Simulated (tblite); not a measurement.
Species: CH6PSi (charge -1).
Bonds: C1–Si2, Si2–P3. Hydrogens: H4, H5, H6 on C1; H7, H8 on Si2; H9 on P3.

Computed with GFN2-xTB (tblite), gas phase: L-BFGS steps from a force-field or distance-geometry start until the largest atomic force falls under 0.01 eV/Å.

Step 18: E = -262.0914 eV
```
atom  x, y, z in Å  |  force x, y, z in eV/Å
C1     -1.1609    0.3350    0.6365    0.051  -0.024  -0.028
Si2     0.3314   -0.3093   -0.3524   -0.004   0.004  -0.040
P3      2.2119    0.3349    0.4578    0.014   0.002  -0.047
H4     -2.0835   -0.0016    0.1757   -0.079  -0.004   0.004
H5     -1.1737    1.4185    0.6709    0.000   0.034  -0.009
H6     -1.1427   -0.0257    1.6589    0.015  -0.026   0.024
H7      0.0799   -1.7807   -0.4394    0.026   0.053  -0.006
H8      0.0526    0.1045   -1.7566   -0.002  -0.019   0.046
H9      2.8986   -0.0696   -0.6494   -0.020  -0.020   0.057
```

Step 19: E = -262.0921 eV
```
atom  x, y, z in Å  |  force x, y, z in eV/Å
C1     -1.1624    0.3343    0.6364    0.065  -0.026  -0.032
Si2     0.3305   -0.3062   -0.3544    0.004  -0.015  -0.067
P3      2.2112    0.3422    0.4549   -0.006  -0.004  -0.051
H4     -2.0869   -0.0024    0.1785   -0.058   0.004   0.009
H5     -1.1730    1.4181    0.6704   -0.014   0.024   0.001
H6     -1.1389   -0.0284    1.6582    0.004  -0.012   0.019
H7      0.0810   -1.7797   -0.4398    0.033   0.076  -0.008
H8      0.0466    0.1065   -1.7604    0.006  -0.028   0.074
H9      2.9056   -0.0785   -0.6418   -0.034  -0.019   0.055
```

Step 20: E = -262.0929 eV
```
atom  x, y, z in Å  |  force x, y, z in eV/Å
C1     -1.1633    0.3331    0.6358    0.055  -0.019  -0.026
Si2     0.3297   -0.3024   -0.3585    0.007  -0.026  -0.070
P3      2.2098    0.3522    0.4503   -0.031  -0.006  -0.042
H4     -2.0915   -0.0034    0.1822   -0.014   0.016   0.019
H5     -1.1725    1.4176    0.6702   -0.025  -0.002   0.011
H6     -1.1339   -0.0318    1.6575   -0.003   0.007   0.000
H7      0.0826   -1.7770   -0.4407    0.041   0.083  -0.012
H8      0.0383    0.1086   -1.7643    0.014  -0.031   0.081
H9      2.9145   -0.0909   -0.6305   -0.043  -0.022   0.040
```

Problem. Estimate the geometry and energy of step 21. (The exact step hangs on the optimiser's Hessian estimate; all steps are aligned on step 20, rigid shifts and turns removed.)

Solution. E = -262.0938 eV, largest force 0.081 eV/Å
```
atom  x, y, z in Å  |  force x, y, z in eV/Å
C1     -1.1630    0.3316    0.6348    0.026  -0.005  -0.012
Si2     0.3294   -0.2990   -0.3639    0.002  -0.021  -0.042
P3      2.2077    0.3628    0.4447   -0.047  -0.002  -0.023
H4     -2.0956   -0.0043    0.1861    0.035   0.025   0.027
H5     -1.1726    1.4170    0.6704   -0.028  -0.030   0.017
H6     -1.1289   -0.0351    1.6566   -0.005   0.022  -0.024
H7      0.0843   -1.7727   -0.4421    0.046   0.064  -0.017
H8      0.0295    0.1100   -1.7669    0.017  -0.026   0.057
H9      2.9229   -0.1042   -0.6178   -0.046  -0.027   0.018
```

The energy changes by -0.0009 eV. The first-order estimate −F·Δx gives -0.0012 eV and the mean of the old and new forces, exact on a quadratic surface, -0.0009 eV. The step makes an angle of 77° with the force vector and moves no atom by more than 0.020 Å.
